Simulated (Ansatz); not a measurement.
SiH2OF (SMILES O[SiH]F): methods side by side

SiH2OF has 5 atoms, charge 0, and is taken as a doublet. SMILES: `O[SiH]F`. Geometry: relaxed at PBE0-D4/def2-TZVP. This is one conformer, not always the lowest.

```xyz
5

O    -0.6152   -0.8846   -0.2763
Si    0.2839    0.2457    0.4931
F     0.2070    1.6465   -0.2831
H    -1.5645   -0.7651   -0.3380
H     1.6888   -0.2426    0.4044
```

Each level gives the vertical ionisation energy (to the singlet cation) (eV). The values are calculated.

| level | kind | program | value (eV) | less FCI/STO-3G | CPU time (all runs) |
| --- | --- | --- | --- | --- | --- |
| UHF/STO-3G | Hartree–Fock | Ansatz | 5.60 | +1.47 | 0.26 s |
| U-revPBE/STO-3G | GGA | Ansatz | 4.85 | +0.72 | 3.1 s |
| UB3LYP/STO-3G | global hybrid | Ansatz | 5.27 | +1.14 | 3.5 s |
| U-wB97X/STO-3G | range-separated hybrid | Ansatz | 5.40 | +1.27 | 16 s |
| UHSE06/STO-3G | range-separated hybrid | Ansatz | 5.31 | +1.18 | 4.2 s |
| UBCCD(T)/STO-3G | coupled cluster or CI | Ansatz | 4.16 | +0.03 | 0.65 s |
| UCCSD/STO-3G | coupled cluster or CI | Ansatz | 4.35 | +0.22 | 0.51 s |
| UCCSDTQ/STO-3G | coupled cluster or CI | Ansatz | 4.13 | 0.00 | 2.1 min |
| FCI/STO-3G | exact in the basis | Ansatz | 4.13 | 0.00 | 42 s |

FCI/STO-3G is exact within its basis and frozen core, so for wave-function methods in that basis the difference is their error; functionals converge differently with the basis, so for them it is only a difference. The values span 4.13 to 5.60 eV. All rows use very small basis sets, so none should be taken for the real molecule's value. CPU times are rough (shared hosts, several kinds of processor and program).
